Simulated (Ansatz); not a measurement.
**How far each method lies from RCCSDT(Q) for SiPH$_{3}$ (H-bridged), singlet**

Geometry: displaced at random from a stationary point.

| atom | x (Å) | y (Å) | z (Å) |
| --- | --- | --- | --- |
| Si | -0.0260 | 0.0077 | 1.0257 |
| P | -0.0202 | -0.0084 | -1.0447 |
| H | 1.3119 | 0.0509 | -0.2326 |
| H | 0.0384 | 1.1757 | 1.9031 |
| H | -0.0040 | -1.1834 | 1.8516 |

Basis cc-pVDZ; Ansatz 0.2.0. Correlated methods freeze the noble-gas cores, which leaves 12 electrons in 41 orbitals. Prefix R: restricted or restricted open-shell reference.

Full CI isn't at hand for all of this; RCCSDT(Q) serves as the reference, and is uncertain by the last step of the cluster series or more.

```
UHF ⟨S²⟩                          : 0.000
T1 diagnostic (RCCSD)             : 0.0152
largest doubles amplitude (RCCSD) : 0.047
```

```
   level  E − E(RCCSDT(Q)) (kcal/mol)  share of correlation (%)  wall time
     RHF                       163.88                      0.00          –
    RMP2                        29.34                     82.10          –
    CISD                        21.09                     87.13      1.2 s
   RCCSD                         6.62                     95.96          –
RCCSD(T)                         1.07                     99.34      1.6 s
 BCCD(T)                         1.05                     99.36      0.9 s
  RCCSDT                         0.38                     99.77          –
```

The correlation energy at RCCSDT(Q), counted from RHF, is -7.106 eV. That run took 18 s on 1 thread of Arm Neoverse V1, shared host.

Times hold each run's SCF and search for its determinant on a shared host, so for small cases they say little of a method's own cost; they ran on 1 thread of Arm Neoverse V1. Some runs computed forces too.
